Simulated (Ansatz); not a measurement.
# What each rung costs, and what it gives

The pair of CH4 (SMILES C, atoms 1–5) and C2H6 (SMILES CC, atoms 6–13), both closed shells, in one local arrangement (a lower one may exist), relaxed at PBE0-D4/def2-TZVP:

```xyz
13
angstrom
C 0.1250 0.0669 -2.3741
H 0.1401 0.3260 -3.4325
H 1.1107 -0.2875 -2.0730
H -0.6112 -0.7181 -2.2031
H -0.1391 0.9460 -1.7872
C -0.2337 0.7012 1.4710
C 0.0774 -0.7848 1.4966
H 0.5699 1.2683 0.9951
H -1.1528 0.9062 0.9166
H -0.3635 1.0994 2.4803
H -0.7263 -1.3522 1.9722
H 0.9963 -0.9901 2.0511
H 0.2071 -1.1812 0.4870
```

Interaction energies are counterpoise-corrected; the time is that of the whole pair.

Ansatz 0.2.0; basis: as named in each row; cores frozen in the correlated methods. B3LYP uses VWN-RPA correlation. Extrapolation: Hartree–Fock as exp(−7.88 √X), correlation as X^−2.97.

Times are rough, for one single point on 4 threads of a shared host (AMD EPYC 7B13).

The estimate by CCSD(T) at an estimated basis limit (MP2 extrapolated from triple and quadruple zeta, plus CCSD(T) − MP2 in triple zeta) is -0.77 kcal/mol.

| method | basis | time (s) | interaction energy (kcal/mol) | method less estimate |
| --- | --- | --- | --- | --- |
| HF | STO-3G | under 1 | 0.43 | 1.20 |
| PBE-D4 | STO-3G | under 1 | -0.70 | 0.07 |
| SPW92 | def2-SVP | under 1 | -1.05 | -0.28 |
| B3LYP-D4 | 6-31G | under 1 | -0.64 | 0.13 |
| PBE-D4 | def2-SVP | under 1 | -0.92 | -0.15 |
| PBE0-D4 | def2-SVP | under 1 | -0.80 | -0.03 |
| wB97M-V | def2-SVP | 2 | -0.54 | 0.23 |
| PBE-D4 | def2-TZVPPD | 2 | -0.95 | -0.18 |
| CCSD(T) | def2-SVP | 2 | -0.16 | 0.61 |
| revPBE-D4 | def2-TZVPPD | 2 | -0.81 | -0.03 |
| BLYP-D4 | def2-TZVPPD | 2 | -0.57 | 0.20 |
| B3LYP-D4 | def2-TZVPPD | 2 | -0.68 | 0.09 |
| HSE06-D4 | def2-TZVPPD | 2 | -0.83 | -0.06 |
| r2SCAN-D4 | def2-TZVPPD | 2 | -0.66 | 0.11 |
| PBE0-D4 | def2-TZVPPD | 3 | -0.84 | -0.07 |
| B2PLYP | def2-TZVPPD | 4 | -0.05 | 0.72 |
| wB97X-V | def2-TZVPPD | 4 | -0.77 | 0.00 |
| wB97M-V | def2-TZVPPD | 5 | -0.68 | 0.09 |
| B97M-V | def2-TZVPPD | 6 | -0.67 | 0.10 |
| MP2 | def2-QZVPPD | 28 | -0.71 | 0.06 |
| CCSD(T) | def2-TZVPPD | 92 | -0.69 | 0.08 |

No T1 diagnostic of these runs exceeds 0.008.
